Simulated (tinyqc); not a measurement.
RKS/B3LYP (VWN-RPA form) in the sto-3g basis, for HF, spin multiplicity 1, step by step. Computed by tinyqc, a small Python program that keeps every step (integrals from PySCF). Settings: charge = 0, multiplicity = 1, basis = sto-3g, energy threshold = 1e-10, iteration cap = 69, orthogonalisation = symmetric, start = core, DIIS depth = 0, method = RKS, functional = b3lyp, grid = [40, 26]. Command: `OMP_NUM_THREADS=1 python tinyqc.py 25332 25333 out.jsonl` (the two numbers bound the seeds that draw the settings). One thread of a shared host (Intel(R) Xeon(R) Processor @ 2.60GHz), about 0.6 s of CPU time with the checks.

Geometry (angstrom):
```
atom         x         y         z
F     0.000000  0.000000  0.000000
H     0.000000  0.000000  1.170000
```

Stop when the energy changes by less than 1e-10 hartree and every element of the error matrix X^T (F D S - S D F) X is below 3e-06.

Course of the cycle:
```
iteration   E (hartree)     change  largest element of the error matrix
1          -98.19781359          -                             5.15e-01
2          -98.51491314  -3.17e-01                             7.10e-01
3          -98.66969676  -1.55e-01                             5.53e-01
4          -98.70181648  -3.21e-02                             5.85e-01
5          -98.75062392  -4.88e-02                             4.82e-01
6          -98.75581309  -5.19e-03                             5.15e-01
7          -98.78196968  -2.62e-02                             4.40e-01
8          -98.78100851   9.61e-04                             4.74e-01
9          -98.79839977  -1.74e-02                             4.14e-01
10         -98.79527045   3.13e-03                             4.48e-01
11         -98.80830251  -1.30e-02                             3.96e-01
12         -98.80423212   4.07e-03                             4.30e-01
13         -98.81477048  -1.05e-02                             3.84e-01
14         -98.81023713   4.53e-03                             4.17e-01
...                 ...        ...                                  ...
56         -98.82678728   5.17e-03                             3.78e-01
57         -98.83197617  -5.19e-03                             3.47e-01
58         -98.82680547   5.17e-03                             3.78e-01
59         -98.83199062  -5.19e-03                             3.47e-01
60         -98.82681975   5.17e-03                             3.78e-01
61         -98.83200197  -5.18e-03                             3.47e-01
62         -98.82683096   5.17e-03                             3.78e-01
63         -98.83201088  -5.18e-03                             3.47e-01
64         -98.82683977   5.17e-03                             3.78e-01
65         -98.83201787  -5.18e-03                             3.47e-01
66         -98.82684669   5.17e-03                             3.78e-01
67         -98.83202337  -5.18e-03                             3.47e-01
68         -98.82685212   5.17e-03                             3.78e-01
69         -98.83202769  -5.18e-03                             3.47e-01
```

Can the last value be used, and what does the course show?

Not by the stop rule. Not converged within the cap of 69 iterations: the residual has stopped falling: the iteration swings between two states. Reruns (cap 100 unless said): DIIS 8: converged in 8; damping 0.5: converged in 34; level shift 0.5: converged in 9; atomic densities as start, DIIS 8: converged in 6; the original settings with a cap of 400: not converged. PySCF RKS in the same basis, fine grid = -98.90507031 hartree, which differs from a converged run on this coarse grid by the grid error.
